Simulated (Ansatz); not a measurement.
Results of rVV10 in Ansatz (PAW) for chalcopyrite ZnGeP2.

Run with plane-wave cutoff 520 eV, 10×10×10 k mesh, Fermi–Dirac smearing 0.01 eV, scalar-relativistic PAW data made under PBE.

Shape and atoms are relaxed at each volume.

Pressure at four volumes; x = ln(V/20.761 Å³). One pressure is withheld.

| V (Å³/atom) | x | P (GPa) |
|---|---|---|
| 19.931 | -0.0408 | 3.27 |
| 20.761 | 0.0000 | 0.01 |
| 21.177 | 0.0198 | -1.37 |
| 21.592 | 0.0392 | ? |

### Question
Pass a parabola P(x) through the three rows shown, estimate the bulk modulus and its pressure derivative near zero pressure, and predict the withheld pressure.

### Answer
Slopes between the rows: (0.01 − (3.27))/(0.0000 − (-0.0408)) = -79.90 and (-1.37 − (0.01))/(0.0198 − (0.0000)) = -69.70 GPa. Their difference over the span 0.0606 is c = 10.20/0.0606 = 168.3 GPa, so P(x) = 3.27 + (-79.90)(x − (-0.0408)) + 168.3 (x − (-0.0408))(x − (0.0000)). At the middle row B = −dP/dx = −[-79.90 + 168.3 × 0.0408] = 73.0 GPa, and B′ = dB/dP = 2c/B = 4.6. At x = 0.0392 the parabola gives -2.59 GPa; the run gives -2.60 GPa. The Birch–Murnaghan fit to the energies at all volumes has B0 = 72.8 GPa and B′ = 4.6.

Measured, for comparison: bulk modulus 79 GPa (room temperature, not corrected to a static lattice; as tabulated in Isothermal phase behavior of Ag3SbS3, ZnGeP2, and ZnS (abstract)). Computed less measured: bulk modulus -8 %.

Ansatz is a program for electronic structure.
